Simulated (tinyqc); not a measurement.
UHF in the sto-3g basis, for HF, spin multiplicity 1, step by step (part 2 of 2). This run ends on a higher stationary point, not on the lowest solution. Computed by tinyqc, a small Python program that keeps every step (integrals from PySCF). Command: `OMP_NUM_THREADS=1 python tinyqc.py 22136 22137 out.jsonl` (the two numbers bound the seeds that draw the settings). One thread of a shared host (Intel(R) Xeon(R) Processor @ 2.60GHz), about 0.1 s of CPU time with the checks.

Geometry (angstrom):
```
atom        x        y        z
F     0.00000  0.00000  0.00000
H     0.00000  0.00000  1.33800
```

## Convergence

Stop when the energy changes by less than 1e-08 hartree and every element of the error matrix X^T (F D S - S D F) X (for each spin) is below 3e-05.

Course of the cycle:
```
iteration  E (hartree)     change  largest element of the error matrix
1          -98.1702200          -                             1.00e-01
2          -98.2320472  -6.18e-02                             1.02e-01
3          -98.2862414  -5.42e-02                             9.69e-02
4          -98.3317996  -4.56e-02                             8.53e-02
5          -98.3674138  -3.56e-02                             7.25e-02
6          -98.3938260  -2.64e-02                             6.29e-02
7          -98.4129286  -1.91e-02                             5.42e-02
8          -98.4267233  -1.38e-02                             4.68e-02
9          -98.4368182  -1.01e-02                             4.05e-02
10         -98.4443537  -7.54e-03                             3.54e-02
11         -98.4500968  -5.74e-03                             3.11e-02
12         -98.4545574  -4.46e-03                             2.75e-02
13         -98.4580786  -3.52e-03                             2.50e-02
14         -98.4608961  -2.82e-03                             2.28e-02
...                ...        ...                                  ...
37         -98.4744594  -6.05e-05                             3.58e-03
38         -98.4745114  -5.20e-05                             3.32e-03
39         -98.4745562  -4.48e-05                             3.08e-03
40         -98.4745948  -3.86e-05                             2.86e-03
41         -98.4746280  -3.32e-05                             2.65e-03
42         -98.4746565  -2.86e-05                             2.46e-03
43         -98.4746812  -2.46e-05                             2.29e-03
44         -98.4747024  -2.12e-05                             2.12e-03
45         -98.4747207  -1.83e-05                             1.97e-03
46         -98.4747364  -1.57e-05                             1.83e-03
47         -98.4747500  -1.36e-05                             1.70e-03
48         -98.4747617  -1.17e-05                             1.58e-03
49         -98.4747717  -1.01e-05                             1.46e-03
50         -98.4747804  -8.68e-06                             1.36e-03
```

PySCF UHF in the same basis, after a stability check = -98.4908062 hartree

Not converged within the cap of 50 iterations: the residual falls steadily but slowly, by a factor of about 0.93 a step. Reruns (cap 100 unless said): DIIS 8: converged in 11 to a higher stationary point; damping 0.5: not converged; level shift 0.5: converged in 72 to a higher stationary point; atomic densities as start, DIIS 8: converged in 6 to a higher stationary point; the original settings with a cap of 400: converged in 102 to a higher stationary point.
